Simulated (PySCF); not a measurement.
## Electronic absorption of C3H8O

Compound: C3H8O.
SMILES with atom numbers: `[CH3:1][CH2:2][CH2:3][OH:4]` (hydrogens: H5, H6, H7 on C1; H8, H9 on C2; H10, H11 on C3; H12 on O4)

Computed with PySCF, TDDFT CAM-B3LYP/aug-cc-pVTZ, vertical, gas phase, core orbitals frozen in the response. One conformer (not necessarily the lowest) at the PBE0-D3(BJ)/def2-TZVP geometry, without solvent, vibrations or thermal averaging. Torsions of this conformer, `[CH3:1][CH2:2][CH2:3][OH:4]`: C1–C2–C3–O4 178°, H–O4–C3–C2 60°.

Problem. What does the calculation give for the low-lying excited states?

Solution. 

| state | E (eV) | ν̃ (cm⁻¹) | f | main configurations (H = HOMO, L = LUMO) |
| --- | --- | --- | --- | --- |
| S1 | 6.59 | 53150 | 0.0063 | H→L (53%), H→L+1 (26%) |
| S2 | 7.51 | 60550 | 0.015 | H→L+1 (43%), H→L (22%), H→L+4 (12%) |
| S3 | 7.74 | 62460 | 0.011 | H→L+2 (62%), H→L (12%) |
| S4 | 7.79 | 62850 | 0.028 | H→L+3 (74%), H→L+7 (8%) |
| S5 | 8.07 | 65120 | 0.0083 | H-1→L (68%), H-1→L+1 (12%) |
| S6 | 8.50 | 68550 | 0.0077 | H→L+4 (55%), H→L+8 (10%), H→L+1 (9%) |
| S7 | 8.57 | 69130 | 0.012 | H-1→L+1 (35%), H-2→L (21%), H-1→L (12%) |
| S8 | 8.65 | 69760 | 0.0002 | H→L+5 (52%), H→L+8 (15%) |
| S9 | 8.73 | 70450 | 0.0034 | H→L+6 (37%), H→L+8 (21%), H→L+5 (16%) |
| S10 | 8.81 | 71040 | 0.047 | H-1→L+2 (31%), H-2→L (23%), H-1→L+1 (19%) |

Triplets (Tamm–Dancoff): T1 6.36 eV, H→L (45%), H→L+1 (26%), H→L+9 (10%); T2 7.40 eV, H→L+1 (34%), H→L (28%), H→L+4 (13%); T3 7.65 eV, H→L+2 (62%), H→L (10%); T4 7.73 eV, H→L+3 (74%), H→L+7 (8%).

The lowest singlet lies at 6.59 eV (188 nm, vacuum ultraviolet) and is weak; its leading configuration is HOMO→LUMO (53%). The strongest level in the table is S10 at 8.81 eV (141 nm, f = 0.047). It is the last of those listed, so stronger ones may follow. Löwdin shares by element: HOMO oxygen 54%, carbon 27% or more, hydrogen 6% or more; LUMO hydrogen 62% or more (atoms not listed hold the other 38%). Orbital energies (eV): HOMO-3 -11.54, HOMO-2 -11.23, HOMO-1 -10.58, HOMO -9.33, LUMO 0.22, LUMO+1 0.47, LUMO+2 0.66. The listed states span 2.22 eV, and the widest gap between neighbours is 0.92 eV (S1 to S2). The oscillator strengths of these states sum to 0.138; summed over the whole spectrum of an exact calculation they would give the number of electrons, 34 (Thomas–Reiche–Kuhn). Only the lowest 10 singlets were computed, as vertical energies without vibronic structure.

On Intel Xeon 6975P-C, 2 threads (shared host), this took 23 s wall, 52 s CPU and 1.6 GiB of memory at its peak.
